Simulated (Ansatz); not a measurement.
in.yaml

```yaml
crystal:
  periodic: [false, false, false]
  atoms:
    - {symbol: Ge, position_ang: [0.000000, 0.000000, 1.828180]}
    - {symbol: N, position_ang: [0.000000, 0.000000, -0.273377]}
    - {symbol: H, position_ang: [0.000000, 0.000000, -1.554803]}
basis:
  gaussian: {orbitals: cc-pVDZ}
correlation: {method: fic_mrcisd_q, electrons: outside_noble_gas, active_space: {window: {electrons: 10, orbitals: 9}, shells: [{species: Ge, l: s, shell: 4}, {species: Ge, l: p, shell: 4}, {species: H, l: s, shell: 1}, {species: "N", l: s, shell: 2}, {species: "N", l: p, shell: 2}]}}
```

```sh
$ ansatz run in.yaml --threads 1 --pin off --events-out ev --progress --plain --max-ram 8192MiB --backend cpu
```

Problem. Roughly how long does this take on 1 thread of AMD EPYC 7R13, shared host, and how much host memory?

Solution. 8 s wall and 0.38 GiB.

```
858 factors; integrals over basis functions are off by at most 1.8e-7 eV
mean field evaluation 1: about -57957.6020 eV, gradient 4.8e1 eV
mean field evaluation 2: about -57957.6164 eV, gradient 4.8e1 eV
mean field evaluation 4: about -57964.7320 eV, gradient 6.8e0 eV
mean field evaluation 8: about -57964.9571 eV, gradient 3.0e-1 eV
mean field evaluation 16: about -57964.9574 eV, gradient 2.3e-4 eV
mean field evaluation 32: about -57946.1627 eV, gradient 1.5e1 eV
mean field evaluation 64: about -57964.9444 eV, gradient 6.7e-1 eV
mean field evaluation 96: about -57960.9060 eV, gradient 8.3e-1 eV
mean field evaluation 128: about -57964.9574 eV, gradient 7.5e-6 eV
mean field -57964.96648088 eV, -2130.1732281068 hartree, gradient 8.2e-6 eV, S^2 0.000000; 10 other end points of the search recorded, 0 dependent functions left out; unrestricted orbitals would lower it
reference -57964.96648088 eV, -2130.1732281068 hartree; 20, 20 occupied and 26, 26 virtual orbitals, 858 factors
state -57970.44864143 eV, -2130.3746937914 hartree
contracted CI cycle   1: correlation 0.00000000 eV, 0.0000000000 hartree, residual 1.67e1 eV
contracted CI cycle   2: correlation -3.57986862 eV, -0.1315577453 hartree, residual 3.36e0 eV
contracted CI cycle   3: correlation -3.71962017 eV, -0.1366935201 hartree, residual 9.01e-1 eV
contracted CI cycle   4: correlation -3.72923949 eV, -0.1370470235 hartree, residual 2.68e-1 eV
contracted CI cycle   5: correlation -3.73013484 eV, -0.1370799272 hartree, residual 7.41e-2 eV
contracted CI cycle   6: correlation -3.73020305 eV, -0.1370824337 hartree, residual 1.88e-2 eV
contracted CI cycle   7: correlation -3.73020759 eV, -0.1370826004 hartree, residual 4.54e-3 eV
contracted CI cycle   8: correlation -3.73020785 eV, -0.1370826102 hartree, residual 1.23e-3 eV
state -57970.44864143 eV, -2130.3746937914 hartree; corrected -57974.41856523 eV, -2130.5205858001 hartree
Total energy: -57974.41856523 eV, -2130.5205858001 hartree
Checks for a lower state left out: starts, orbital_swaps
```
